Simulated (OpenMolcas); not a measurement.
**NH3 (ammonia) at 6 levels**

Wanted: a comparison of 6 runs (B2PLYP/STO-3G, B3LYP/STO-3G, M06-2X/STO-3G, MP2/STO-3G, CISD/STO-3G, CCSD(T)/STO-3G) of NH3 (ammonia). 

Program for the calculation: OpenMolcas 26.06.

### Step 1. The structure to begin with

NH3 has 4 atoms, charge 0, and is taken as a singlet. As SMILES, `N`. The N1–H4 distance was set to 1.519 Å, away from the relaxed value. At this shape a bond of the SMILES string is far longer than usual.

Bond lengths: N1–H2 1.013 Å, N1–H3 1.013 Å. Angles: H2–N1–H3 107.1°. A long bond or contact: N1–H4 1.519 Å.

### Step 2. The energy at B2PLYP/STO-3G (run 1)

struct.xyz

```xyz
4

N     -0.338349     0.197060     0.537033
H      0.222031    -0.354230     1.175283
H     -1.155919    -0.354350     0.307193
H      0.466920     0.354280    -0.741200
```

job.inp

```
>>> EXPORT MOLCAS_PRINT=2
&GATEWAY
BasLib
$CurrDir
Coord
struct.xyz
Basis
STO-3G
Group
NoSym
&SEWARD
GridInput
Grid=UltraFine
End of Grid
&SCF
KSDFT
B2PLYP_SCF
Thresholds
1e-10 1e-07 1e-07 1e-05
PrOrbitals
1 1
&MBPT2
Frozen
1
```

The basis set STO-3G is read from a file made from the Basis Set Exchange's data (not shown).

Launch:

```sh
$ export MOLCAS_MEM=1860
$ pymolcas job.inp > job.log
```

Output:

```text
--- Start Module: gateway ---
[...]
--- Stop Module: gateway /rc=_RC_ALL_IS_WELL_ ---
[...]
      Basis functions            8
[...]
--- Start Module: scf ---
[...]
       Convergence after  11 Iterations
[...]
::    Total KS-DFT energy                             -55.5706042723
[...]
      Total spin, S                                     0.0000000000
[...]
      Total electronic charge=   10.000000
      Total            charge=   -0.000000
[...]
      Dipole Moment (debye):
      Origin of the operator (angstrom)=   -0.3059    0.1411    0.4855
                   X=  2.7607E-01               Y= -1.6548E+00               Z= -4.3797E-01           Total=  1.7339E+00
      Quadrupole Moment (debye*angstrom):
[...]
--- Stop Module: scf /rc=_RC_ALL_IS_WELL_ ---
[...]
--- Start Module: mbpt2 ---
[...]
 ###    WARNING: MP2 implementation intended for RHF references only         ###
 ###############################################################################
MBPT2 WARNING: Reference function according to RunFile:KS-DFT
I'll assume you know what you're doing and continue
WARNING!
Default frozen orbitals as non valence orbitals is overwritten by user input.
Default values:   1
[...]
       Reference weight ( Cref**2 )         =        0.93882
::    Total MBPT2 energy                              -55.6631955529
[...]
      Total MBPT2 calculations                           0.04      0.03
--- Stop Module: mbpt2 /rc=_RC_ALL_IS_WELL_ ---
[...]
```

Run time: 3.3 s. Hardware: 1 thread of Arm Neoverse V1, shared host; peak memory 0.37 GiB.

### Step 3. A single-point energy at B3LYP/STO-3G (run 2)

struct.xyz is that of step 2.

job.inp

```
>>> EXPORT MOLCAS_PRINT=2

&gateway
 baslib=$CurrDir
 coord=struct.xyz
 basis=STO-3G
 group=NoSym

&seward
 gridinput
 Grid=UltraFine
 End of Grid

&scf
 ksdft=B3LYP
 thresholds=1e-10 1e-07 1e-07 1e-05
 prorbitals=1 1
```

The basis set STO-3G is read from a file made from the Basis Set Exchange's data (not shown).

Launch:

```sh
$ export MOLCAS_MEM=1860
$ pymolcas job.inp > job.log
```

Output:

```text
--- Start Module: gateway ---
[...]
--- Stop Module: gateway /rc=_RC_ALL_IS_WELL_ ---
--- Start Module: seward ---
[...]
      Basis functions            8
--- Stop Module: seward /rc=_RC_ALL_IS_WELL_ ---
--- Start Module: scf ---
[...]
       Convergence after   9 Iterations
[...]
::    Total KS-DFT energy                             -55.6968010051
[...]
      Total spin, S                                     0.0000000000
[...]
      Total electronic charge=   10.000000
      Total            charge=   -0.000000
[...]
      Dipole Moment (debye):
      Origin of the operator (angstrom)=   -0.3059    0.1411    0.4855
                   X=  2.5503E-01               Y= -1.6647E+00               Z= -4.0458E-01           Total=  1.7320E+00
      Quadrupole Moment (debye*angstrom):
[...]
--- Stop Module: scf /rc=_RC_ALL_IS_WELL_ ---
[...]
```

Wall time 3.3 s (1 thread of Arm Neoverse V1, shared host); peak memory 0.37 GiB.

Runs 3 to 5 aren't shown in full; the table further down has their settings and results.

### Step 4. A single-point energy at CCSD(T)/STO-3G (run 6)

struct.xyz is that of step 3.

job.input

```
&GATEWAY
BasLib=$CurrDir
Coord=struct.xyz
Basis=STO-3G
Group=NoSym
&SEWARD
&SCF
Thresholds=1e-10 1e-07 1e-07 1e-05
PrOrbitals=1 1
&RASSCF
FileOrb=$Project.ScfOrb
Spin=1
Nactel=0 0 0
Inactive=5
Ras2=0
OutOrbitals=Canonical
OrbListing=Nothing
&MOTRA
JobIph
Frozen=1
&CCSDT
CCT
Triples=2
Iterations=80
Accuracy=1e-08
Extrapolation=5 4
```

The basis set STO-3G is read from a file made from the Basis Set Exchange's data (not shown).

Launch:

```sh
$ export MOLCAS_MEM=1860
$ pymolcas job.input > job.log
```

Output:

```text
--- Start Module: gateway ---
[...]
--- Stop Module: gateway /rc=_RC_ALL_IS_WELL_ ---
[...]
      Basis functions            8
[...]
       Convergence after  11 Iterations
[...]
::    Total SCF energy                                -55.3331406369
[...]
      Total spin, S                                     0.0000000000
[...]
      Number of active orbitals                  0
[...]
      Spin quantum number                      0.0
[...]
      Active orbitals                            0
[...]
      Number of CSFs                             1
[...]
      Number of root(s) required                 1
[...]
      Convergence after  4 iterations
[...]
      Natural orbitals and occupation numbers for root  1
      ************************************************************************************************************************
      *                                                    Final results                                                     *
      ************************************************************************************************************************
[...]
::    RASSCF root number  1 Total energy:    -55.33314064
[...]
      Total electronic charge=   10.000000
      Total            charge=   -0.000000
[...]
      Dipole Moment (debye):
      Origin of the operator (angstrom)=   -0.3059    0.1411    0.4855
                   X=  2.9415E-01               Y= -1.6322E+00               Z= -4.6668E-01           Total=  1.7229E+00
      Quadrupole Moment (debye*angstrom):
[...]
--- Start Module: motra ---
[...]
      *** WARNING: Default frozen orbitals is overwritten by user input.
      *** Default values:   1
[...]
--- Stop Module: motra /rc=_RC_ALL_IS_WELL_ ---
--- Start Module: ccsdt ---
[...]
      Convergence after                    15  Iterations
      Total energy (diff) :     -55.43768233       0.00000001
[...]
 METHOD                       : CCSD+T(CCSD)+<T3(1)WT1> = CCSD(T)
[...]
       CCSD     =       -55.4376823327997
[...]
--- Stop Module: ccsdt /rc=_RC_ALL_IS_WELL_ ---
[...]
```

Run time: 2.2 s. Hardware: 1 thread of Arm Neoverse V1, shared host; peak memory 0.37 GiB.

### Step 5. Overview of the runs

| run | level | frozen core orbitals | integration grid | energy (Eh) | dipole moment (D) of the reference | HOMO energy (eV) | LUMO energy (eV) | wall time |
| --- | --- | --- | --- | --- | --- | --- | --- | --- |
| 1 | B2PLYP/STO-3G | 1 | UltraFine | -55.595604 | 1.73 | -6.14 | 5.22 | 3.3 s |
| 2 | B3LYP/STO-3G | – | UltraFine | -55.696801 | 1.73 | -3.94 | 2.95 | 3.3 s |
| 3 | M06-2X/STO-3G | – | UltraFine | -55.679394 | 1.75 | -5.92 | 4.70 | 3.9 s |
| 4 | MP2/STO-3G | 1 | – | -55.403932 | 1.72 | -9.10 | 8.55 | 1.7 s |
| 5 | CISD/STO-3G | 1 | – | -55.433354 | 1.72 | -9.10 | 8.55 | 1.8 s |
| 6 | CCSD(T)/STO-3G | 1 | – | -55.438010 | 1.72 | -9.10 | 8.55 | 2.2 s |

### Step 6. Outcome

```
                                         quantity         value
                              run 6: total energy  -55.43801 Eh
        run 6: dipole moment (mean-field density)        1.72 D
       run 6: HOMO energy (Hartree–Fock orbitals)      -9.10 eV
       run 6: LUMO energy (Hartree–Fock orbitals)       8.55 eV
     run 6: HOMO–LUMO gap (Hartree–Fock orbitals)      17.66 eV
run 6: correlation energy (1 core orbital frozen)    -104.9 mEh
                            run 6: (T) correction     -0.33 mEh
```

What this shows: Over runs 1, 2, 3 the dipole moment (its size) runs from 1.73 D (B3LYP/STO-3G) to 1.75 D (M06-2X/STO-3G). Over runs 1, 2, 3 the HOMO–LUMO gap runs from 6.88 eV (B3LYP/STO-3G) to 11.36 eV (B2PLYP/STO-3G). A double hybrid's value is that of its SCF part. For B2PLYP the log adds the whole second-order term; the table takes 0.27 of it, as the functional is defined. Totals of different functionals can't be ranked against each other. In runs 1, 2, 3, 4, 5, 6 the basis is minimal, so the values are rough. All runs together took 16 s, the longest 3.9 s.
